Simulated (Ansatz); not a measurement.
Two shapes of singlet N2H2.

Shape 1:

```xyz
4

N     0.0402   -0.0214   -0.5954
N     0.0352    0.0049    0.6510
H    -0.0212    0.9840   -0.8704
H     0.0364   -0.9629    0.9042
```

Shape 2:

```xyz
4

N    -0.0033    0.0045   -0.6242
N    -0.0022   -0.0003    0.6256
H    -0.0016    1.0044   -0.9190
H    -0.0004   -0.9988    0.9236
```

Basis set: STO-3G (spherical functions). Frozen core: 2 orbitals. Charge 0, multiplicity 1.

Computed with Ansatz (development build ahead of 0.2.0); each method stands on the lowest determinant of its kind that the runs found.

Question: Which shape is lower in energy, and by how much in each method?

Answer:

```tsv
method	E(2) − E(1) (eV)
RHF	-0.119
RHF-MP2	-0.149
```

Shape 2 is lower.
